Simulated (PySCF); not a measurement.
**Single point on CF⁺**

State: ¹Σ⁺ (singlet), closed shell.

An equivalent input (the run itself took its basis sets from the Basis Set Exchange, started from a PBE0 density and held the occupation σ 5α 5β, πx 1α 1β, πy 1α 1β):

```python
from pyscf import gto, dft
mol = gto.M(atom='C 0 0 0; F 0 0 1.154', basis={'C': 'pcseg-2', 'F': 'pcseg-2'},
            charge=1, spin=0, verbose=4, symmetry='C2v')
mf = dft.UKS(mol, xc='R2SCAN')
mf.grids.atom_grid = (80, 434)
mf.grids.prune = dft.gen_grid.treutler_prune
mf.irrep_nelec = {'A1': (5, 5), 'B1': (1, 1), 'B2': (1, 1)}
mf.conv_tol = 1e-9
mf.max_cycle = 60
mf.diis_space = 10
mf.kernel()
```

The log (some set-up lines and the per-cycle HOMO/LUMO lines removed):

```
******** <class 'pyscf.dft.uks_symm.SymAdaptedUKS'> ********
method = SymAdaptedUKS
damping factor = 0
level_shift factor = 0
DIIS = <class 'pyscf.scf.diis.CDIIS'>
diis_start_cycle = 1
diis_space = 10
diis_damp = 0
SCF conv_tol = 1e-09
SCF conv_tol_grad = None
SCF max_cycles = 60
number electrons alpha = 7  beta = 7
Set gradient conv threshold to 3.16228e-05
init E= -137.425580731262
cycle= 1 E= -137.426047353631  delta_E= -0.000467  |g|= 0.00596  |ddm|= 0.0386
cycle= 2 E= -137.426005746596  delta_E= 4.16e-05  |g|= 0.013  |ddm|= 0.0092
cycle= 3 E= -137.426065488122  delta_E= -5.97e-05  |g|= 0.00103  |ddm|= 0.00515
cycle= 4 E= -137.426065939022  delta_E= -4.51e-07  |g|= 8.71e-05  |ddm|= 0.000798
cycle= 5 E= -137.426065941444  delta_E= -2.42e-09  |g|= 3.1e-05  |ddm|= 6.96e-05
cycle= 6 E= -137.426065941756  delta_E= -3.12e-10  |g|= 4.26e-06  |ddm|= 1.37e-05
Extra cycle  E= -137.426065941732  delta_E= 2.45e-11  |g|= 9.71e-06  |ddm|= 5.38e-06
converged SCF energy = -137.426065941732  <S^2> = -7.9936058e-15  2S+1 = 1
```

Repeating this along the bond gives Re = 1.158 Å and ωe = 1774 cm⁻¹.

A point of this curve took 0.88 CPU seconds beside 0.082 for the integrals (shared host).
